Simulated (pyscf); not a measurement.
F–W(F)(=S)(SH)–SH → F–W(F)(=S)=S + H₂S, an elimination (singlet surface; H–S, S–W broken, H–S formed). Structures and frequencies: ωB97X-D3(BJ)/def2-SVP in PySCF. Energies in kJ/mol from the reactant's lowest minimum found.

Small-basis levels: PySCF, no dispersion term, spherical d functions. 

Q: In single points MP2/6-31G*+LANL2DZ puts the saddle at 99.3 kJ/mol and the reaction energy at -31.2 kJ/mol. Should these be trusted to within a few kcal/mol? Compare with ωB97M-D3(BJ)/def2-TZVP.

A: ωB97M-D3(BJ)/def2-TZVP gives ΔE‡ = 93.8 kJ/mol and ΔE = +16.0 kJ/mol. MP2/6-31G*+LANL2DZ lies 5.4 kJ/mol over it in the barrier and 47.2 kJ/mol under it in the reaction energy, so on this step it does not hold to within 12.6 kJ/mol. ωB97M-D3(BJ)/def2-TZVP has limits of its own. On the product side the descent ends in an adduct with a S–W contact, 58.9 kJ/mol under the separated species and 104.1 kJ/mol under the saddle at ωB97X-D3(BJ)/def2-TZVP. What is counted as broken (S–W) persists as a longer contact in the product adduct; parting that adduct is a step of its own. One saddle was located; it need not be the lowest between these sides. Elements past Kr carry the def2 core potentials, without spin-orbit coupling.
